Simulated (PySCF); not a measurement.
BF₃, SMILES FB(F)F. Atoms are numbered in the order given.

```xyz
4

B      0.0000     0.0000     0.0000
F     -1.3156     0.0000     0.0000
F      0.6578     1.1394     0.0000
F      0.6578    -1.1394     0.0000
```
Charge 0, spin multiplicity 1.

Geometry optimised at B3LYP-D3(BJ)/def2-TZVP. The isomer is the one that the SMILES or the coordinates give; other isomers of the formula were not compared.

These are PySCF with HF/pcSseg-2 values and carry that method's errors.

GIAO shieldings, no solvent; atoms alike by connectivity are averaged. δ = σ(ref) − σ: ¹¹B against BF3 (σ = 104.0 ppm); ¹⁹F against CFCl3 (σ = 237.3 ppm), references at their B3LYP-D3(BJ)/def2-TZVP geometries, non-relativistic.

```tsv
nucleus	atoms	count	δ (ppm)
¹¹B	B1	1	0.0
¹⁹F	F2, F3, F4	3	-103.1
```
